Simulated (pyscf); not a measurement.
trichlorosilane (Cl–SiH(Cl)–Cl) + water (H₂O) → HO–Si(Cl)(Cl)–Cl + hydrogen (H₂) (four-centre exchange; singlet surface; H–Si, H–O broken, O–Si, H–H formed). Optimised with ωB97X-D3(BJ)/def2-SVP in PySCF. Rate constants from transition-state theory, ωB97M-D3(BJ)/def2-TZVP energies (ideal gas, 1 atm, RRHO with modes under 100 cm⁻¹ raised to 100, one conformer, R ln 2 for rigid chiral ones; no tunnelling), k in cm³ molecule⁻¹ s⁻¹.

```csv
T (K),1000/T,log10 k
298,3.354,-37.60
600,1.667,-25.22
900,1.111,?
1200,0.833,-18.70
```

Task: Fit an Arrhenius line to the three values, give the activation energy, and predict k at 900 K.

Result: Least squares gives log10 k = -12.59 − 7.47 × 1000/T, so Ea = 7.47 × ln 10 × 1.987 = 34.2 kcal/mol, against an electronic barrier of 33.8. At 900 K the line gives -20.89; the computed value is -20.96 (ΔG‡ = 63.1 kcal/mol), a factor 1.2 under the line, since the plot is curved. On the reactant side the descent ends in a complex (not fully relaxed), 4.1 kcal/mol under the separated species and 38.2 kcal/mol under the saddle at ωB97X-D3(BJ)/def2-TZVP. This is the saddle that the search found; another between the same sides may lie lower.
